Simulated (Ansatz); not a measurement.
# One shape, several levels: NH (imidogen)

Wanted: a comparison of 6 runs (UHF/6-311G**, U-r2SCAN/3-21G, UHSE06/6-311G**, UPBE/6-311G**, RPA@PBE/3-21G, UCCSDT(Q)/6-311G**) of NH (imidogen). 

The calculation is run with Ansatz 0.2.0.

56 further runs of the same task are left out: 56 set aside as unsound or not needed.

## (1) The structure to begin with

NH has 2 atoms, charge 0, and is taken as a triplet. SMILES: `[NH]`. The H2–N1 distance was set to 2.072 Å, away from the relaxed value.

## (2) A single-point energy at UHF/6-311G(d,p) (run 1)

job.yaml

```yaml
crystal:
  periodic: [false, false, false]
  atoms:
    - {symbol: "N", position_ang: [0.000000, 0.000000, -1.036190]}
    - {symbol: H, position_ang: [0.000000, 0.000000, 1.036210]}
basis:
  gaussian:
    orbitals: 6-311G_st__st_.json
magnetization:
  spin_polarized: true
  initial_magnetization: 2
hamiltonian:
  xc: hf
accuracy: high
```

The basis set 6-311G** is read from a file made from the Basis Set Exchange's data (not shown).

Started as:

```sh
$ ansatz run job.yaml --threads 1 --pin off --max-ram 2610MiB --events-out events.jsonl --progress --plain --runs-dir runs
```

The log of the run:

```text
Warning: RAYON_NUM_THREADS=1 ignored (pool sized by the plan → 1); use --threads N
Functional definition: HF
  name "HF"
  exchange = exact_x
  correlation = 0
350 factors; integrals over basis functions are off by at most 6.3e-9 eV
mean field evaluation 1: about -1491.1429 eV, gradient 7.7e0 eV
mean field evaluation 2: about -1491.1434 eV, gradient 7.7e0 eV
mean field evaluation 4: about -1493.0337 eV, gradient 4.6e0 eV
mean field evaluation 8: about -1493.8368 eV, gradient 2.7e-1 eV
mean field evaluation 16: about -1493.8193 eV, gradient 1.2e0 eV
mean field -1493.83851958 eV, -54.8975530344 hartree, gradient 1.8e-8 eV, S^2 2.906218; 1 other end points of the search recorded, 0 dependent functions left out
reference -1493.83851958 eV, -54.8975530344 hartree; 5, 3 occupied and 19, 21 virtual orbitals, 350 factors
Total energy: -1493.83851958 eV, -54.8975530344 hartree
```

Run time: 0.12 s. Hardware: 1 thread of Arm Neoverse V1, shared host.

## (3) The energy at U-r2SCAN/3-21G (run 2)

job.yaml

```yaml
crystal:
  periodic: [false, false, false]
  atoms:
    - {symbol: N, position_ang: [0.000000, 0.000000, -1.036190]}
    - {symbol: H, position_ang: [0.000000, 0.000000, 1.036210]}
basis:
  gaussian:
    orbitals: 3-21G.json
magnetization:
  spin_polarized: true
  initial_magnetization: 2
hamiltonian:
  xc: r2scan
accuracy: high
```

The basis set 3-21G is read from a file made from the Basis Set Exchange's data (not shown).

Started as:

```sh
$ ansatz run job.yaml --threads 1 --pin off --max-ram 2610MiB --events-out events.jsonl --progress --plain --runs-dir runs
```

The log of the run:

```text
Warning: RAYON_NUM_THREADS=1 ignored (pool sized by the plan → 1); use --threads N
Functional definition: r2SCAN
  name "r2SCAN"
  parameter k0 = 0.174
  parameter k1 = 0.065
  parameter a1 = 4.9479
  exchange = r2scan_x(k0 = k0, k1 = k1, a1 = a1)
  correlation = r2scan_c
207 factors; integrals over basis functions are off by at most 3.5e-9 eV
mean field evaluation 1: about -1489.5801 eV, gradient 9.2e0 eV
mean field evaluation 2: about -1484.3384 eV, gradient 2.4e1 eV
mean field evaluation 4: about -1490.8606 eV, gradient 1.2e0 eV
mean field evaluation 8: about -1490.9312 eV, gradient 1.1e-2 eV
mean field evaluation 16: about -1490.9312 eV, gradient 3.2e-7 eV
mean field evaluation 32: about -1490.9312 eV, gradient 1.3e-5 eV
mean field -1490.93120088 eV, -54.7907110428 hartree, gradient 2.6e-8 eV, S^2 2.681353; 1 other end points of the search recorded, 0 dependent functions left out
reference -1490.93120133 eV, -54.7907110596 hartree; 5, 3 occupied and 6, 8 virtual orbitals, 207 factors
Total energy: -1490.93120133 eV, -54.7907110596 hartree
```

Run time: 1.6 s. Hardware: 1 thread of Arm Neoverse V1, shared host; peak memory 0.11 GiB.

Runs 3 to 5 aren't shown in full; the table further down has their settings and results.

## (4) The energy at UCCSDT(Q)/6-311G(d,p) (run 6)

molecule.yaml

```yaml
crystal:
  periodic: [false, false, false]
  atoms:
    - symbol: N
      position_ang: [0.000000, 0.000000, -1.036190]
    - symbol: H
      position_ang: [0.000000, 0.000000, 1.036210]
basis:
  gaussian:
    orbitals: 6-311G_st__st_.json
magnetization:
  spin_polarized: true
  initial_magnetization: 2
scf:
  omitted_lower_state_checks: [cluster_reference, increment]
accuracy: high
correlation:
  method: ccsdt_q
  frozen_orbitals: {H: 0, "N": 1}
```

The basis set 6-311G** is read from a file made from the Basis Set Exchange's data (not shown).

Started as:

```sh
$ ansatz run molecule.yaml --threads 1 --pin off --max-ram 2610MiB --events-out events.jsonl --progress --plain --runs-dir runs
```

The log of the run, cut to the lines that bear on the results:

```text
Warning: RAYON_NUM_THREADS=1 ignored (pool sized by the plan → 1); use --threads N
Functional definition: HF
  name "HF"
[...]
350 factors; integrals over basis functions are off by at most 6.3e-9 eV
[...]
mean field -1493.83851958 eV, -54.8975530344 hartree, gradient 1.8e-8 eV, S^2 2.906218; 4 other end points of the search recorded, 0 dependent functions left out
1 core orbitals not correlated: weight in the atoms' cores, before any rotation towards them, 1.000 or more for the frozen orbitals, at most 0.000 for the correlated occupied ones
reference -1493.83851958 eV, -54.8975530344 hartree; 4, 2 occupied and 19, 21 virtual orbitals, 350 factors
second order -2.18243807 eV of doubles, -0.00000000 eV of singles
cycle   1  -2.52899493 eV  change   -3.5e-1 eV  update   3.6e-2
[...]
cycle  38  -2.85861037 eV  change   2.2e-10 eV  update  2.2e-10
perturbative correction -0.00589216 eV, -0.0002165329 hartree
Total energy: -1496.70302211 eV, -55.0028215609 hartree
Checks for a lower state left out: cluster_reference, increment
```

Run time: 2.8 s. Hardware: 1 thread of Arm Neoverse V1, shared host; peak memory 0.099 GiB.

## (5) Overview of the runs

```
run               level  frozen core orbitals  energy (Eh)   ⟨S²⟩  wall time
  1        UHF/6-311G**                     –   -54.897553  2.906     0.12 s
  2      U-r2SCAN/3-21G                     –   -54.790711  2.681      1.6 s
  3     UHSE06/6-311G**                     –   -55.049017  2.732      1.2 s
  4       UPBE/6-311G**                     –   -55.044403  2.577     0.83 s
  5       RPA@PBE/3-21G                     1   -54.686736  2.578     0.74 s
  6  UCCSDT(Q)/6-311G**                     1   -55.002822  2.906      2.8 s
```

## (6) Results

```
                                         quantity         value
                              run 6: total energy  -55.00282 Eh
run 6: correlation energy (1 core orbital frozen)    -105.3 mEh
         run 6: ⟨S²⟩ of the reference determinant         2.906
                             run 6: T1 diagnostic         0.061
```

What this shows: Totals of different functionals can't be ranked against each other. Spin contamination of the reference: run 1 ⟨S²⟩ = 2.91, run 6 ⟨S²⟩ = 2.91, run 3 ⟨S²⟩ = 2.73, run 2 ⟨S²⟩ = 2.68, run 5 ⟨S²⟩ = 2.58, run 4 ⟨S²⟩ = 2.58. Where it is this large, the reference is a mixture of spin states, and values that rest on it are in doubt. All runs together took 7.3 s, the longest 2.8 s.
